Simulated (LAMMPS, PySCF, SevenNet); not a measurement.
## Ladder of methods for the bulk modulus of rock-salt NaF

Reference value: 53.1 GPa (measured, 0 K value with the zero-point phonon effect removed; as tabulated in Mejia-Rodriguez and Trickey (2018), arXiv:1807.09216).

**Question.** Put these levels in order of the bulk modulus that they give for rock-salt NaF, smallest first: Hartree–Fock (PySCF), SevenNet-0 (SevenNet), ionic model catlow1977 (shell model, LAMMPS).

**Answer.** SevenNet-0 (47.5 GPa), Hartree–Fock (52.7 GPa), ionic model catlow1977 (60.0 GPa)

Unless a cell is named, each level is at its own relaxed cell (ionic model catlow1977 11.91, SevenNet-0 12.93, Hartree–Fock 12.24 Å³/atom).

Errors against the reference: ionic model catlow1977 +13.0 %, SevenNet-0 -10.5 %, Hartree–Fock -0.8 %.

A ± on a computed value is a rough bar: the spread of its extrapolation, a floor set from checks against published values, or a statistical error. Each level is taken at its own relaxed cell.

Empirical potentials (ionic model catlow1977) are fitted to chosen data, which need not cover the solid at hand: agreement can be built in, and what lay outside the fit can be far off. Machine-learned potentials (SevenNet-0) are trained on DFT data, which may include these solids.

Differences are worked out from the printed values.
